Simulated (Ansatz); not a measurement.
# Relaxing Y2RhC3

Theory: Ansatz 0.2.0, DFT PBE, scalar-relativistic, plane waves, PAW. Cutoff 420 eV, Γ-centred k mesh, Gaussian smearing, no spin polarisation in the final step.

The start puts Y2RhC3 on the MAX phase (312) structure type (P6_3/mmc, No. 194), with Rh in place of Si, Y in place of C, C in place of Ti, at a guessed volume.

```xyz
12
Lattice="3.2729 0.0000 0.0000 -1.6364 2.8344 0.0000 0.0000 0.0000 18.8696" Properties=species:S:1:pos:R:3 pbc="T T T"
Y     0.0000    1.8896   17.5110
Y     1.6364    0.9448    8.0762
Y     1.6364    0.9448    1.3586
Y     0.0000    1.8896   10.7934
Rh    0.0000    0.0000    4.7174
Rh    0.0000    0.0000   14.1522
C     0.0000    0.0000    9.4348
C     0.0000    0.0000    0.0000
C     0.0000    1.8896    6.8874
C     1.6364    0.9448   16.3222
C     1.6364    0.9448   11.9822
C     0.0000    1.8896    2.5474
```

Cell and atoms relax at zero pressure; the relaxation can't lower the symmetry of the start. After a coarse first stage the cell is made exact in the group found at 0.06 Å.

Formation energies are uncorrected and refer to the elements' standard structures at the same level.

Question: Describe the relaxed structure.

Answer: It keeps P6_3/mmc (No. 194), but not the shape of the type it started on. Conventional cell: a = 3.615 Å, c = 15.233 Å. Around Y lie 3 C at 2.50 Å and 3 C at 2.72 Å (next Rh at 3.21 Å); Rh is coordinated by 6 C at 2.20 Å; C on Wyckoff site a (2 atoms of the primitive cell) is coordinated by 6 Y at 2.50 Å; C on Wyckoff site f (4 atoms of the primitive cell) is coordinated by 1 C at 1.38 Å.

```cif
data_structure
_symmetry_space_group_name_H-M 'P6_3/mmc'
_symmetry_Int_Tables_number 194
_cell_length_a 3.6147
_cell_length_b 3.6147
_cell_length_c 15.2329
_cell_angle_alpha 90.000
_cell_angle_beta 90.000
_cell_angle_gamma 120.000
_cell_volume 172.36
loop_
_atom_site_label
_atom_site_type_symbol
_atom_site_symmetry_multiplicity
_atom_site_Wyckoff_symbol
_atom_site_fract_x
_atom_site_fract_y
_atom_site_fract_z
_atom_site_occupancy
Y1 Y 4 f 0.33333 0.66667 0.91018 1
Rh1 Rh 2 b 0.00000 0.00000 0.25000 1
C1 C 2 a 0.00000 0.00000 0.50000 1
C2 C 4 f 0.33333 0.66667 0.29525 1
```

Question: What are its volume, energy, density and gap?

Answer: The volume per atom is 14.36 Å³, the density is 6.10 g/cm³ and the energy over the elements is -0.13 eV/atom. The gap on the 12×12×4 mesh is 0 eV (a metal).

The final run used a 12×12×4 mesh on its 12-atom cell and 0.10 eV smearing. The k mesh leaves about 4 meV/atom of noise in metals. Symmetry constrained the relaxation, so the result can be a saddle point.

Cost: 3 runs of about 5.8 core-minutes in all, on Arm Neoverse V1 (shared hosts).